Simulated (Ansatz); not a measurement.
**Cost against result**

Saddle point of CH$_{9}$NSi, singlet (CH₅N ([CH3][NH2]) + SiH₄ → CH₇NSi ([CH3][NH][SiH3]) + H₂; bonds formed: Si1–N7, H2–H6; bonds broken: Si1–H2, H6–N7), PBE0-D4/def2-TZVP structure:

```xyz
12
angstrom
Si -1.2897 0.3859 -0.1474
H -0.3546 1.6700 0.9102
H -1.7326 -0.8628 -0.8893
H -2.3912 0.5927 0.8209
H -1.1156 1.3493 -1.2604
H 0.2167 0.6752 1.0821
N 0.2449 -0.4022 0.5621
C 1.3674 -0.5288 -0.3644
H 0.0806 -1.2496 1.0970
H 1.6186 0.4705 -0.7295
H 1.1130 -1.1589 -1.2196
H 2.2426 -0.9415 0.1381
```

Barriers are electronic and count from the start structure reached by relaxing down the imaginary mode.

Ansatz 0.2.0; basis: as named in each row; cores frozen in the correlated methods. B3LYP uses VWN-RPA correlation. Extrapolation: Hartree–Fock as exp(−7.88 √X), correlation as X^−2.97.

Times are rough, for one single point on 4 threads of a shared host (Arm Neoverse V1).

The estimate by CCSD(T) at an estimated basis limit (MP2 extrapolated from triple and quadruple zeta, plus CCSD(T) − MP2 in triple zeta) is 181.6 kJ/mol.

```csv
method,basis,time (s),barrier (kJ/mol),method less estimate
HF,STO-3G,under 1,366.4,184.8
PBE-D4,STO-3G,under 1,198.6,17.0
SPW92,def2-SVP,under 1,122.0,-59.6
B3LYP-D4,6-31G,under 1,197.0,15.4
PBE-D4,def2-SVP,under 1,153.7,-27.8
PBE0-D4,def2-SVP,under 1,168.9,-12.7
SPW92,def2-TZVPP,1,121.4,-60.2
PBE-D4,def2-TZVPP,2,151.5,-30.1
BLYP-D4,def2-TZVPP,2,168.0,-13.6
B3LYP-D4,def2-TZVPP,2,177.3,-4.2
CCSD(T),def2-SVP,2,202.6,21.1
BHLYP-D4,def2-TZVPP,2,193.8,12.2
PBE0-D4,def2-TZVPP,2,164.1,-17.5
wB97M-V,def2-SVP,3,180.5,-1.1
r2SCAN-D4,def2-TZVPP,3,161.2,-20.3
r2SCAN0-D4,def2-TZVPP,3,170.2,-11.4
CAM-B3LYP-D4,def2-TZVPP,3,180.9,-0.6
PBE-QIDH,def2-TZVPP,4,175.6,-5.9
RPA on PBE,def2-TZVPP,4,187.9,6.4
B2PLYP,def2-TZVPP,4,184.6,3.1
wB97X-V,def2-TZVPP,6,182.0,0.4
wB97M-V,def2-TZVPP,6,178.6,-3.0
B97M-V,def2-TZVPP,6,168.3,-13.2
MP2,def2-QZVPP,22,176.7,-4.9
CCSD(T),def2-TZVPP,58,185.7,4.1
```

All methods are single points on the PBE0-D4 structures.

No T1 diagnostic of these runs exceeds 0.012.

Labels in which every atom is bracketed show which atoms are joined, not bond orders.
